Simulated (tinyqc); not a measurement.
Worked calculation: G0W0 on RHF in the sto-3g basis, for HF, spin multiplicity 1. Computed by tinyqc, a small Python program that keeps every step (integrals from PySCF). Settings: charge = 0, multiplicity = 1, basis = sto-3g, method = RHF, energy threshold = 1e-10, iteration cap = 74, orthogonalisation = canonical, start = Wolfsberg-Helmholz matrix, DIIS depth = 6. Command: `OMP_NUM_THREADS=1 python tinyqc.py 28359 28360 out.jsonl` (the two numbers bound the seeds that draw the settings). One thread of a shared host (Intel(R) Xeon(R) Processor @ 2.60GHz), about 0.06 s of CPU time with the checks. The early iterations of the SCF are left out here.

## One-electron integrals

Geometry (angstrom):
```
atom       x       y       z
F     0.0000  0.0000  0.0000
H     0.0000  0.0000  0.9990
```

Basis sto-3g: exponents (1/bohr^2) and contraction coefficients of normalised primitives:
```
element  l (shell)  exponent  coefficient
F            s (1)  166.6791       0.1543
F            s (1)   30.3608       0.5353
F            s (1)    8.2168       0.4446
F            s (2)    6.4648      -0.1000
F            s (2)    1.5023       0.3995
F            s (2)    0.4886       0.7001
F            p (3)    6.4648       0.1559
F            p (3)    1.5023       0.6077
F            p (3)    0.4886       0.3920
H            s (1)    3.4253       0.1543
H            s (1)    0.6239       0.5353
H            s (1)    0.1689       0.4446
```

Overlap, kinetic and nuclear-attraction integrals over the contracted functions; the nuclear repulsion is the sum of Za Zb / Rab.

nuclear repulsion = 4.767362 hartree

overlap S, lower triangle:
```
         1F 1s   1F 2s  1F 2px  1F 2py  1F 2pz   2H 1s
1F 1s   1.0000
1F 2s   0.2380  1.0000
1F 2px  0.0000  0.0000  1.0000
1F 2py  0.0000  0.0000  0.0000  1.0000
1F 2pz  0.0000  0.0000  0.0000  0.0000  1.0000
2H 1s   0.0407  0.3958  0.0000  0.0000  0.3200  1.0000
```

kinetic energy T (hartree), lower triangle:
```
          1F 1s   1F 2s  1F 2px  1F 2py  1F 2pz   2H 1s
1F 1s   36.9846
1F 2s   -0.2129  1.0380
1F 2px   0.0000  0.0000  3.2480
1F 2py   0.0000  0.0000  0.0000  3.2480
1F 2pz   0.0000  0.0000  0.0000  0.0000  3.2480
2H 1s   -0.0047  0.0889  0.0000  0.0000  0.2139  0.7600
```

nuclear attraction V (hartree), lower triangle:
```
           1F 1s     1F 2s    1F 2px    1F 2py    1F 2pz    2H 1s
1F 1s   -77.5393
1F 2s    -9.3029  -12.0687
1F 2px    0.0000    0.0000  -11.9443
1F 2py    0.0000    0.0000    0.0000  -11.9443
1F 2pz   -0.0127   -0.1545    0.0000    0.0000  -12.0391
2H 1s    -1.6348   -3.6198    0.0000    0.0000   -2.5786  -5.8469
```

core Hamiltonian H = T + V (hartree), lower triangle:
```
           1F 1s     1F 2s   1F 2px   1F 2py   1F 2pz    2H 1s
1F 1s   -40.5547
1F 2s    -9.5157  -11.0307
1F 2px    0.0000    0.0000  -8.6963
1F 2py    0.0000    0.0000   0.0000  -8.6963
1F 2pz   -0.0127   -0.1545   0.0000   0.0000  -8.7911
2H 1s    -1.6394   -3.5309   0.0000   0.0000  -2.3647  -5.0869
```

## Two-electron integrals

Functions are numbered as in S; the eight-fold symmetry (ij|kl) = (ji|kl) = (kl|ij) leaves the list below.

Two-electron integrals (ij|kl) in chemists' order, unique and non-zero (hartree):
```
(11|11) 5.4035   (21|11) 0.8419   (21|21) 0.1563   (22|11) 1.2680
(22|21) 0.2923   (22|22) 0.9262   (31|31) 0.0280   (32|31) 0.0432
(32|32) 0.2046   (33|11) 1.2645   (33|21) 0.2924   (33|22) 0.9260
(33|33) 0.9975   (41|41) 0.0280   (42|41) 0.0432   (42|42) 0.2046
(43|43) 0.0538   (44|11) 1.2645   (44|21) 0.2924   (44|22) 0.9260
(44|33) 0.8900   (44|44) 0.9975   (51|51) 0.0280   (52|51) 0.0432
(52|52) 0.2046   (53|53) 0.0538   (54|54) 0.0538   (55|11) 1.2645
(55|21) 0.2924   (55|22) 0.9260   (55|33) 0.8900   (55|44) 0.8900
(55|55) 0.9975   (61|11) 0.1461   (61|21) 0.0269   (61|22) 0.0499
(61|33) 0.0499   (61|44) 0.0499   (61|51) 0.0011   (61|52) 0.0021
(61|55) 0.0501   (61|61) 0.0047   (62|11) 0.3644   (62|21) 0.0851
(62|22) 0.3002   (62|33) 0.2959   (62|44) 0.2959   (62|51) 0.0058
(62|52) 0.0450   (62|55) 0.3086   (62|61) 0.0148   (62|62) 0.1191
(63|31) 0.0090   (63|32) 0.0529   (63|53) 0.0095   (63|63) 0.0178
(64|41) 0.0090   (64|42) 0.0529   (64|54) 0.0095   (64|64) 0.0178
(65|11) 0.2456   (65|21) 0.0581   (65|22) 0.2194   (65|33) 0.2100
(65|44) 0.2100   (65|51) 0.0124   (65|52) 0.0842   (65|55) 0.2381
(65|61) 0.0106   (65|62) 0.1067   (65|65) 0.1127   (66|11) 0.5129
(66|21) 0.1218   (66|22) 0.4950   (66|33) 0.4779   (66|44) 0.4779
(66|51) 0.0106   (66|52) 0.1151   (66|55) 0.5286   (66|61) 0.0214
(66|62) 0.2499   (66|65) 0.2601   (66|66) 0.7746
```

## Orthogonalisation

S = U s U^T; canonical form X = U s^(-1/2), so that X^T S X = 1. Each column of U has its largest component positive (the first on a tie).

eigenvalues of S: 0.4686  0.8458  1.0000  1.0000  1.1266  1.5590

X:
```
              1        2       3        4        5       6
1F 1s    0.3127   0.7535  0.0000   0.0000  -0.5846  0.2387
1F 2s   -0.8644  -0.4402  0.0000   0.0000  -0.3519  0.4714
1F 2px   0.0000   0.0000  0.6162   0.7876   0.0000  0.0000
1F 2py   0.0000   0.0000  0.7876  -0.6162   0.0000  0.0000
1F 2pz  -0.5857   0.5843  0.0000   0.0000   0.6040  0.2990
2H 1s    0.9726  -0.2816  0.0000   0.0000   0.2390  0.5223
```

Within a degenerate level the vectors are fixed only up to a rotation; this is one choice.

## Iteration 7 (converged): orbitals

converged F (hartree), lower triangle:
```
           1F 1s    1F 2s   1F 2px   1F 2py   1F 2pz    2H 1s
1F 1s   -25.8979
1F 2s    -6.6233  -3.0354
1F 2px    0.0000   0.0000  -0.4624
1F 2py    0.0000   0.0000   0.0000  -0.4624
1F 2pz   -0.0216  -0.0732   0.0000   0.0000  -0.3141
2H 1s    -1.1511  -0.9968   0.0000   0.0000  -0.5407  -0.4945
```

Diagonalise F' = X^T F X, C = X C', fill 5 alpha and 5 beta electrons from the bottom; D = 2 C_occ C_occ^T. Each column has its largest component positive (the first on a tie).

F' = X^T F X (hartree), lower triangle:
```
         1         2        3        4         5        6
1  -0.2696
2  -2.7194  -10.6084
3   0.0000    0.0000  -0.4624
4   0.0000    0.0000   0.0000  -0.4624
5   2.0742   10.5712   0.0000   0.0000  -11.7164
6  -0.9159   -5.8197   0.0000   0.0000    6.5162  -4.7745
```

orbital energies (hartree): MO1 -25.9075, MO2 -1.4489, MO3 -0.5603, MO4 -0.4624, MO5 -0.4624, MO6 0.5479

coefficients C:
```
            MO1      MO2      MO3      MO4     MO5      MO6
1F 1s    0.9948  -0.2522   0.0736   0.0000  0.0000   0.0758
1F 2s    0.0219   0.9574  -0.3845   0.0000  0.0000  -0.4713
1F 2px   0.0000   0.0000   0.0000  -0.0635  0.9980   0.0000
1F 2py   0.0000   0.0000   0.0000   0.9980  0.0635   0.0000
1F 2pz   0.0024   0.0666   0.6943   0.0000  0.0000  -0.8077
2H 1s   -0.0049   0.1414   0.5463   0.0000  0.0000   1.0182
```

D after iteration 7, lower triangle:
```
          1F 1s    1F 2s  1F 2px  1F 2py  1F 2pz   2H 1s
1F 1s    2.1173
1F 2s   -0.4960   2.1299
1F 2px   0.0000   0.0000  2.0000
1F 2py   0.0000   0.0000  0.0000  2.0000
1F 2pz   0.0733  -0.4063  0.0000  0.0000  0.9729
2H 1s   -0.0007  -0.1496  0.0000  0.0000  0.7774  0.6369
```

Within a degenerate level the vectors are fixed only up to a rotation; this is one choice.

## Convergence

Stop when the energy changes by less than 1e-10 hartree and every element of the error matrix X^T (F D S - S D F) X is below 3e-06.

Course of the cycle:
```
iteration  E (hartree)     change  largest element of the error matrix
1           -98.295357          -                             7.27e-01
2           -98.551353  -2.56e-01                             1.58e-01
3           -98.570422  -1.91e-02                             1.73e-02
4           -98.570588  -1.66e-04                             2.00e-03
5           -98.570590  -2.15e-06                             3.11e-05
6           -98.570590  -7.92e-10                             1.43e-06
7           -98.570590  -1.86e-12                             2.47e-10
```

PySCF RHF in the same basis = -98.570590 hartree

Converged in 7 iterations.

## Integrals over molecular orbitals

(pq|rs) = sum C_ip C_jq C_kr C_ls (ij|kl), one index at a time.

one-electron integrals over orbitals h = C^T H C (hartree), lower triangle:
```
          1        2        3        4        5        6
1  -40.5367
2    0.7082  -9.1388
3   -0.1969   0.5599  -7.4284
4    0.0000   0.0000   0.0000  -8.6963
5    0.0000   0.0000   0.0000   0.0000  -8.6963
6   -0.2069   1.0993   1.9575   0.0000   0.0000  -6.1026
```

Two-electron integrals over orbitals (pq|rs), unique and non-zero (hartree):
```
(11|11) 5.3630    (21|11) -0.5090   (21|21) 0.0763    (22|11) 1.2074
(22|21) -0.0206   (22|22) 0.8585    (31|11) 0.1478    (31|21) -0.0206
(31|22) 0.0116    (31|31) 0.0216    (32|11) -0.1425   (32|21) 0.0079
(32|22) -0.0282   (32|31) 0.0209    (32|32) 0.1541    (33|11) 0.9762
(33|21) -0.0104   (33|22) 0.7424    (33|31) -0.0046   (33|32) -0.0401
(33|33) 0.7450    (41|41) 0.0296    (42|41) 0.0393    (42|42) 0.1829
(43|41) -0.0105   (43|42) -0.0398   (43|43) 0.0449    (44|11) 1.2640
(44|21) -0.0146   (44|22) 0.8820    (44|31) 0.0043    (44|32) -0.0768
(44|33) 0.7378    (44|44) 0.9975    (51|51) 0.0296    (52|51) 0.0393
(52|52) 0.1829    (53|51) -0.0105   (53|52) -0.0398   (53|53) 0.0449
(54|54) 0.0538    (55|11) 1.2640    (55|21) -0.0146   (55|22) 0.8820
(55|31) 0.0043    (55|32) -0.0768   (55|33) 0.7378    (55|44) 0.8900
(55|55) 0.9975    (61|11) 0.1536    (61|21) -0.0249   (61|22) 0.0010
(61|31) -0.0095   (61|32) -0.0248   (61|33) 0.0108    (61|44) 0.0043
(61|55) 0.0043    (61|61) 0.0244    (62|11) -0.2247   (62|21) 0.0051
(62|22) -0.1205   (62|31) -0.0202   (62|32) -0.0534   (62|33) -0.0330
(62|44) -0.1184   (62|55) -0.1184   (62|61) 0.0166    (62|62) 0.0952
(63|11) -0.3716   (63|21) 0.0064    (63|22) -0.1817   (63|31) 0.0021
(63|32) 0.0937    (63|33) -0.1170   (63|44) -0.2075   (63|55) -0.2075
(63|61) -0.0062   (63|62) 0.0531    (63|63) 0.1890    (64|41) -0.0099
(64|42) -0.0395   (64|43) -0.0166   (64|64) 0.0310    (65|51) -0.0099
(65|52) -0.0395   (65|53) -0.0166   (65|65) 0.0310    (66|11) 0.8777
(66|21) -0.0091   (66|22) 0.6727    (66|31) 0.0146    (66|32) 0.0656
(66|33) 0.6675    (66|44) 0.6464    (66|55) 0.6464    (66|61) -0.0093
(66|62) -0.0646   (66|63) -0.0169   (66|66) 0.7074
```

## Screening: direct RPA

With D = e_a - e_i and K = (ia|jb): diagonalise D^(1/2) (D + 4K) D^(1/2) = Z w^2 Z^T; X + Y = D^(1/2) Z w^(-1/2), each column of Z with its largest component positive (the first on a tie); E_c = (sum w - tr (D + 2K)) / 2.

D^(1/2) (D + 4K) D^(1/2) (hartree^2), lower triangle:
```
          1>6     2>6     3>6     4>6     5>6
1>6  702.4687
2>6    0.4815  4.7477
3>6   -0.1337  0.3159  2.0661
4>6    0.0000  0.0000  0.0000  1.1459
5>6    0.0000  0.0000  0.0000  0.0000  1.1459
```

excitation energies w (hartree): 1.0705  1.0705  1.4245  2.1873  26.5041

X + Y:
```
           1       2        3        4       5
1>6   0.0000  0.0000   0.0012  -0.0023  0.9991
2>6   0.0000  0.0000  -0.1367   0.9491  0.0002
3>6   0.0000  0.0000   0.8761   0.0822  0.0000
4>6  -0.0185  0.9713   0.0000   0.0000  0.0000
5>6   0.9713  0.0185   0.0000   0.0000  0.0000
```

RPA correlation energy = -0.032664 hartree

Within a degenerate level the vectors are fixed only up to a rotation; this is one choice.

## G0W0 on Hartree-Fock: HOMO

W(p,q,m) = sqrt2 sum_ia (pq|ia) (X+Y)_ia,m; Sigma_c(x) = sum_(i,m) W^2/(x - e_i + w_m) + sum_(a,m) W^2/(x - e_a - w_m); solve x = e_p + Sigma_c(x) by Newton steps; Z = 1/(1 - dSigma/dx); 1 hartree = 27.211386 eV.

The 12 largest terms at x = e_p (hartree; W for the signs of X + Y given):
```
q  m          W       term
5  3    -0.2341     0.0385
5  4    -0.1830     0.0153
2  1    -0.0542     0.0014
6  1     0.0426    -0.0009
3  1    -0.0228   4.44e-04
1  1    -0.0136   6.98e-06
5  5     0.0060   1.36e-06
2  2    -0.0010   5.21e-07
6  2     0.0008  -3.17e-07
3  2  -4.35e-04   1.62e-07
1  2  -2.60e-04   2.54e-09
```

Newton steps (hartree):
```
step        x  Sigma_c(x)       Z
0     -0.4624      0.0548  0.9657
1     -0.4095      0.0530  0.9678
2     -0.4094      0.0530  0.9678
```

quasiparticle energy of the HOMO = -11.1403 eV

Hartree-Fock value = -12.5822 eV

## G0W0 on Hartree-Fock: LUMO

As before.

The 12 largest terms at x = e_p (hartree; W for the signs of X + Y given):
```
q  m        W       term
3  3   0.2239     0.0198
2  4   0.1339     0.0043
6  4  -0.0887    -0.0036
3  4   0.0933     0.0026
5  1   0.0426     0.0009
4  2   0.0426     0.0009
2  3   0.0474     0.0007
6  3  -0.0085  -5.03e-05
1  5   0.0344   2.24e-05
2  5   0.0234   1.92e-05
1  4   0.0214   1.60e-05
6  5  -0.0131  -6.51e-06
```

Newton steps (hartree):
```
step       x  Sigma_c(x)       Z
0     0.5479      0.0255  0.9878
1     0.5731      0.0252  0.9880
2     0.5731      0.0252  0.9880
```

quasiparticle energy of the LUMO = 15.5959 eV

Hartree-Fock value = 14.9095 eV
